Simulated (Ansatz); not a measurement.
Tetramethylammonium chloride, `C[N+](C)(C)C.[Cl-]`: single points at one geometry.

```yaml
crystal:
  periodic: [false, false, false]
  atoms:
    - {symbol: C, position_ang: [-1.487629, -0.416849, -0.725390]}
    - {symbol: N, position_ang: [-0.188058, -0.052697, -0.091696]}
    - {symbol: C, position_ang: [0.949973, -0.790262, -0.755060]}
    - {symbol: C, position_ang: [-0.195707, -0.409467, 1.375266]}
    - {symbol: C, position_ang: [0.066659, 1.429878, -0.219751]}
    - {symbol: H, position_ang: [-1.651511, -1.505451, -0.618653]}
    - {symbol: H, position_ang: [-2.303980, 0.135255, -0.223343]}
    - {symbol: H, position_ang: [-1.457456, -0.146567, -1.797464]}
    - {symbol: H, position_ang: [0.967123, -0.512065, -1.825225]}
    - {symbol: H, position_ang: [1.881322, -0.455532, -0.215718]}
    - {symbol: H, position_ang: [0.772450, -1.875988, -0.642725]}
    - {symbol: H, position_ang: [-1.017000, 0.147145, 1.863702]}
    - {symbol: H, position_ang: [-0.361905, -1.498937, 1.466756]}
    - {symbol: H, position_ang: [0.815539, -0.101373, 1.766064]}
    - {symbol: H, position_ang: [-0.757011, 1.968526, 0.284567]}
    - {symbol: H, position_ang: [0.092052, 1.686180, -1.295203]}
    - {symbol: H, position_ang: [1.059764, 1.609874, 0.281859]}
    - {symbol: Cl, position_ang: [2.815365, 0.788349, 1.372017]}
basis:
  gaussian: {orbitals: def2-TZVP, initial_orbitals: start.molden}
magnetization: {spin_polarized: true, initial_magnetization: 2}
hamiltonian: {xc: pbe, dispersion: d4}
scf: {omitted_lower_state_checks: [starts]}
output: {orbitals: {seedname: orbitals}}
```

The file start.molden holds the orbitals of an earlier run on this structure, at another level or in another basis.

```sh
$ ansatz run in.yaml --threads 4 --pin off --events-out ev --progress --plain --max-ram 4787MiB
```

Shortened log:

```
Functional definition: PBE
1659 factors; their error is unknown
mean field evaluation 1: about -18339.7501 eV, gradient 8.7e0 eV
mean field evaluation 2: about -18339.9113 eV, gradient 2.5e-1 eV
mean field evaluation 4: about -18339.8667 eV, gradient 1.1e-2 eV
mean field evaluation 8: about -18339.8666 eV, gradient 1.1e-5 eV
mean field -18339.86664371 eV, -673.9776679484 hartree, gradient 1.1e-5 eV, S^2 2.002933; 0 other end points of the search recorded, 0 dependent functions left out
reference -18339.86669961 eV, -673.9776700025 hartree; 31, 29 occupied and 233, 235 virtual orbitals, 1659 factors
Total energy: -18340.27962897 eV, -673.9928448767 hartree
Checks for a lower state left out: starts
```

Hardware: 4 threads of Arm Neoverse V1 on a shared host. Wall time 7.5 s.

As the first input, with `gaussian: {orbitals: def2-TZVP}`, `hamiltonian: {xc: pbe0, dispersion: d4}` (abridged; 31 s):

```
Functional definition: PBE0
mean field evaluation 16: about -18341.2442 eV, gradient 7.6e-3 eV
mean field evaluation 32: about -18341.5056 eV, gradient 1.1e-2 eV
mean field -18341.50560003 eV, -674.0378984820 hartree, gradient 1.2e-5 eV, S^2 2.005102
Total energy: -18341.85496818 eV, -674.0507375247 hartree
Checks for a lower state left out: starts
```

Geometry: PBE-D4/def2-SVP, that of the neutral singlet.

At PBE0-D4/def2-TZVP a singlet of charge 0 lies 5.63 eV below the triplet at the same geometry.
